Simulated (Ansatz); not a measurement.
# PN (triplet): the correlation ladder, cc-pVTZ

The task here is to estimate one member of a computed series from the others.

The runs use Ansatz 0.2.0, Gaussian basis; cc-pVTZ, core rule «outside noble gas», up to 6 orbitals frozen.

The runs, in order: UHF; CCSD(T) on ROHF; CCSD(T) on UHF; BCCD(T) on ROHF; CISD as a restricted active space (open shells left free, so some higher excitations enter); CCSDT(Q) on ROHF; CCSDT(Q) on UHF; CASSCF and MRCISD+Q, 10 electrons in 8 orbitals; CASSCF and NEVPT2, 10 electrons in 8 orbitals.

16 further runs of the same task are left out: 6 that didn't finish, 10 set aside as unsound or not needed. Runs told in other sessions of the task aren't counted.

## The geometry

The geometry is a PBE0/def2-TZVP stationary point (not a proven minimum) of the parent state, kept for this charge and spin.

2 atoms, charge 0, spin multiplicity 3.

Atoms are counted from 1 here; the program's logs count them from 0.

Bond lengths: N1–P2 1.479 Å.

The first run:

The input, in.yaml:

```yaml
crystal:
  periodic: [false, false, false]
  atoms:
    - {symbol: N, position_ang: [0.000000, 0.000000, 0.000000]}
    - {symbol: P, position_ang: [0.000000, 0.000000, 1.479400]}
basis:
  gaussian: {orbitals: cc-pVTZ}
magnetization: {spin_polarized: true, initial_magnetization: 2}
hamiltonian: {xc: hf}
output: {orbitals: {seedname: orbitals}}
```

On the command line:

```console
ansatz run in.yaml --threads 1 --pin off --events-out ev --progress --plain --max-ram 2393MiB
```

Steps of the session up to this table: UHF; CCSD(T) on ROHF; CCSD(T) on UHF; BCCD(T) on ROHF; CISD as a restricted active space (open shells left free, so some higher excitations enter); CCSDT(Q) on ROHF; CCSDT(Q) on UHF; CASSCF and MRCISD+Q, 10 electrons in 8 orbitals; CASSCF and NEVPT2, 10 electrons in 8 orbitals.

One table of the session follows, with a row left open; its other results are not shown here.

It belongs to the step «Misses and costs». 

```
          method  from RCCSDT(Q) (meV)
            ROHF               +8971.3
             UHF               +8641.4
            RMP2               +1515.0
            UMP2               +1777.7
            CISD               +1395.2
           RCCSD                +804.0
           UCCSD                +805.9
        RCCSD(T)                +388.2
        UCCSD(T)                +404.9
         BCCD(T)                +394.3
          RCCSDT                +150.2
          UCCSDT                +163.2
       RCCSDT(Q)                     0
       UCCSDT(Q)                  +8.5
  CASSCF valence               +6920.0
  NEVPT2 valence                     ?
  MRCISD valence                +675.5
MRCISD+Q valence                +143.5
```

**Question.** Estimate the row for NEVPT2 valence.

The run gave: from RCCSDT(Q) (meV): +1329.6. In the column «from RCCSDT(Q) (meV)» it lies between UCCSD (+805.9) and CISD (+1395.2).

The program flags RCCSDT(Q), UCCSDT(Q) as in doubt (see the logs), so the zero of the table is itself unsure.

To keep in mind: The report flags that the cluster equations may have other roots. The program flags RCCSDT(Q), UCCSDT(Q) as in doubt, so the zero of the table is itself unsure. Restricted and unrestricted rows rest on different reference determinants; a gap between their highest levels can come from leftover correlation error, from unlike frozen cores or from another state.
